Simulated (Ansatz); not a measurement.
Born–Oppenheimer molecular dynamics of BH₆N (8 atoms, charge 0, multiplicity 1). It starts at the highest image of a converged band, a first-order saddle point between two minima.

Theory: Ansatz, RKS r2SCAN-D4/def2-SVP.

```json
{
  "ensemble": "NVE (velocity Verlet)",
  "time step": "0.5 fs",
  "steps asked": "200",
  "starting velocities drawn for": "100 K",
  "seed": "10618"
}
```

First frame:

```xyz
8
Properties=species:S:1:pos:R:3
B 0.016 -0.360 0.102
H -0.274 0.339 1.260
H 1.064 0.141 -0.239
H -0.978 -0.178 -0.562
N 0.146 -1.796 0.732
H -0.580 -2.468 0.508
H 1.068 -2.218 0.742
H -0.147 -0.624 1.455
```

Q: How far do the bonds stretch over the last three quarters of this one trajectory? (Pairs bonded in most of those frames.)

A: 
```tsv
bond	mean (Å)	spread (Å)	shortest	longest
B1–H3	1.215	0.020	1.18	1.25
B1–H4	1.213	0.008	1.19	1.24
B1–N5	1.395	0.028	1.33	1.45
H2–H8	0.759	0.005	0.75	0.77
N5–H6	1.016	0.009	1.00	1.03
N5–H7	1.017	0.009	1.00	1.03
```

Mean temperature of the second half: 1748 K. The conserved energy stayed within 0.061 meV per atom of its start (net change 0.06 meV per atom), so the integration is sound. The kinetic energy rose, since the run started high on the potential surface and went downhill. It ends in pieces (BH4N + H2), so much of that is their flight and rotation, not heat. A run of 0.1 ps of so small a system gives no equilibrium averages. The orbitals stay closed-shell, which can raise the energy where a bond breaks towards radicals; this wasn't checked here.

Time of the run: 4.5 min on 1 thread of Arm Neoverse V2, on a shared host, peak memory 0.1 GiB.
